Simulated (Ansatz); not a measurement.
Input file:

```yaml
crystal:
  periodic: [false, false, false]
  atoms:
    - {symbol: O, position_ang: [0.000000, 0.000000, 0.000000]}
    - {symbol: Se, position_ang: [0.000000, 0.000000, 1.632800]}
basis:
  gaussian: {orbitals: cc-pVDZ}
total_charge: 1
magnetization: {spin_polarized: false, initial_magnetization: 3}
correlation: {method: fic_mrcisd_q, electrons: outside_noble_gas, active_space: {window: {electrons: 9, orbitals: 6}}}
```

```sh
$ ansatz run in.yaml --threads 1 --pin off --events-out ev --progress --plain --max-ram 2393MiB
```

Output:

```
457 factors; integrals over basis functions are off by at most 6.8e-4 eV
mean field evaluation 1: about -67316.7365 eV, gradient 5.1e1 eV
mean field evaluation 2: about -67316.8345 eV, gradient 5.0e1 eV
mean field evaluation 4: about -67324.1166 eV, gradient 1.5e1 eV
mean field evaluation 8: about -67325.1818 eV, gradient 5.7e-1 eV
mean field evaluation 16: about -67325.1882 eV, gradient 1.6e-3 eV
mean field evaluation 32: about -67324.9354 eV, gradient 3.3e0 eV
mean field evaluation 64: about -67321.7784 eV, gradient 1.8e-4 eV
mean field evaluation 96: about -67326.1253 eV, gradient 5.9e0 eV
mean field evaluation 128: about -67320.7003 eV, gradient 1.9e0 eV
mean field evaluation 160: about -67327.1031 eV, gradient 1.9e-6 eV
mean field -67327.10306924 eV, -2474.2254018451 hartree, gradient 1.9e-6 eV, S^2 3.750000; 9 other end points of the search recorded, 0 dependent functions left out
reference -67327.10306924 eV, -2474.2254018451 hartree; 22, 19 occupied and 19, 22 virtual orbitals, 457 factors
state -67327.11187579 eV, -2474.2257254796 hartree
contracted CI cycle   1: correlation 0.00000000 eV, 0.0000000000 hartree, residual 2.49e1 eV
contracted CI cycle   2: correlation -6.02181502 eV, -0.2212976204 hartree, residual 3.79e0 eV
contracted CI cycle   3: correlation -6.21772474 eV, -0.2284971699 hartree, residual 1.12e0 eV
contracted CI cycle   4: correlation -6.23660888 eV, -0.2291911490 hartree, residual 4.57e-1 eV
contracted CI cycle   5: correlation -6.24007910 eV, -0.2293186773 hartree, residual 1.75e-1 eV
contracted CI cycle   6: correlation -6.24057448 eV, -0.2293368820 hartree, residual 5.49e-2 eV
contracted CI cycle   7: correlation -6.24062290 eV, -0.2293386614 hartree, residual 1.99e-2 eV
contracted CI cycle   8: correlation -6.24062942 eV, -0.2293389010 hartree, residual 7.10e-3 eV
contracted CI cycle   9: correlation -6.24063033 eV, -0.2293389347 hartree, residual 2.85e-3 eV
contracted CI cycle  10: correlation -6.24063047 eV, -0.2293389396 hartree, residual 1.05e-3 eV
contracted CI cycle  11: correlation -6.24063048 eV, -0.2293389403 hartree, residual 3.50e-4 eV
state -67327.11187579 eV, -2474.2257254796 hartree; corrected -67333.86840519 eV, -2474.4740233557 hartree
WARN: 1 active orbitals are nearly empty or full. The corrections depend on them more than the energy does, and are more stable in an active space without them
Total energy: -67333.86840519 eV, -2474.4740233557 hartree
```

Natural occupations: 2.0000 1.9997 1.9997 1.0003 1.0003 1.0000.

Ran on 1 thread of AMD EPYC, shared host: 15 s wall, 0.18 GiB peak host memory.
